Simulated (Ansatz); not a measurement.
A first try at a relaxed scan of one distance of CH3Cl, SMILES CCl, using the Ansatz DFT code, driven from Python.

Notebook, run cell by cell (the value of a cell's last expression is shown):

```python
import ansatz as az
import numpy as np
```

```python
SETTINGS = {
    'basis': 'def2-SVP',
    'xc': 'PBE0',
}
```

```python
GEOMETRY = '''
C    -0.08320   -0.02820    0.06720
Cl    1.43920   -0.27710   -0.69270
H    -0.31760   -0.70560    0.84490
H    -0.83790   -0.08630   -0.70390
H    -0.15060    1.02360    0.44300
'''

system = az.Crystal.molecule()
for line in GEOMETRY.strip().splitlines():
    symbol, *xyz = line.split()
    system = system.atom(symbol, [float(v) for v in xyz])
```

```python
job = (
    system.calculation()
    .basis(gaussian=SETTINGS['basis'])
    .functional(SETTINGS['xc'])
)
symbols = [site.symbol for site in system.cartesian_sites]
pairs = [(0, 1), (0, 2), (0, 3), (0, 4)]
print('held (A)   E (eV)        ', '  '.join(f'{symbols[i]}{i}-{symbols[j]}{j}' for i, j in pairs))
for length in [1.03, 1.12, 1.21, 1.34, 1.51]:
    summary = job.relax(constraints=[az.DistanceConstraint((0, 4), at=length)], force_tolerance=0.02, max_steps=60).report
    xyz = np.array(summary['positions_ang'])
    print(f'{length:6.2f} {summary["free_energy_ev"]:14.5f}  ', '  '.join(f'{np.linalg.norm(xyz[i] - xyz[j]):.3f}' for i, j in pairs))
```

    held (A)   E (eV)         C0-Cl1  C0-H2  C0-H3  C0-H4
    Traceback (most recent call last):
      File "<cell 4>", line 10, in <module>
        summary = job.relax(constraints=[az.DistanceConstraint((0, 4), at=length)], force_tolerance=0.02, max_steps=60).report
                  ^^^^^^^^^^^^^^^^^^^^^^^^^^^^^^^^^^^^^^^^^^^^^^^^^^^^^^^^^^^^^^^^^^^^^^^^^^^^^^^^^^^^^^^^^^^^^^^^^^^^^^^^^^^^
    AttributeError: 'Calculation' object has no attribute 'report'

Why does it end like this?

The fault: the calculation is never run. The change:

```diff
--- before
+++ after
@@
 for length in [1.03, 1.12, 1.21, 1.34, 1.51]:
-    summary = job.relax(constraints=[az.DistanceConstraint((0, 4), at=length)], force_tolerance=0.02, max_steps=60).report
+    summary = job.relax(constraints=[az.DistanceConstraint((0, 4), at=length)], force_tolerance=0.02, max_steps=60).run().report
     xyz = np.array(summary['positions_ang'])
```

Run as a notebook:

(earlier cells as before)

In [4]:
```python
job = (
    system.calculation()
    .basis(gaussian=SETTINGS['basis'])
    .functional(SETTINGS['xc'])
)
symbols = [site.symbol for site in system.cartesian_sites]
pairs = [(0, 1), (0, 2), (0, 3), (0, 4)]
print('held (A)   E (eV)        ', '  '.join(f'{symbols[i]}{i}-{symbols[j]}{j}' for i, j in pairs))
for length in [1.03, 1.12, 1.21, 1.34, 1.51]:
    summary = job.relax(constraints=[az.DistanceConstraint((0, 4), at=length)], force_tolerance=0.02, max_steps=60).run().report
    xyz = np.array(summary['positions_ang'])
    print(f'{length:6.2f} {summary["free_energy_ev"]:14.5f}  ', '  '.join(f'{np.linalg.norm(xyz[i] - xyz[j]):.3f}' for i, j in pairs))
```
```text
held (A)   E (eV)         C0-Cl1  C0-H2  C0-H3  C0-H4
DeckWarning: relax.constraints: the input's atoms, or those drawn, lie off the distances that are held; a relaxation that starts there is brought onto them ahead of its first SCF, by positions alone, an atom by 4.45e-2 Å at the most. With the symmetry detection on, the symmetry is detected on the input's atoms as so brought (as typed, where only the drawn atoms reach the distances), and notices that speak of the structure as typed mean those atoms
  1.03   -13598.22081   1.778  1.097  1.097  1.030
  1.12   -13598.30005   1.774  1.097  1.097  1.120
  1.21   -13598.13261   1.770  1.097  1.097  1.210
  1.34   -13597.66070   1.762  1.096  1.096  1.340
  1.51   -13596.88732   1.750  1.095  1.095  1.510
```

Total energies depend on the basis set; only differences at equal settings carry meaning. Warnings are shown shortened and without file and line. The energies are electronic: no zero-point or thermal terms, and the basis set is short of its limit. It ran for 13 s on 1 thread of Intel(R) Xeon(R) 6975P-C (Granite Rapids), with other jobs on the host, peak memory 0.19 GiB.

(Lines on the test bed's own set-up are left out of the output.)
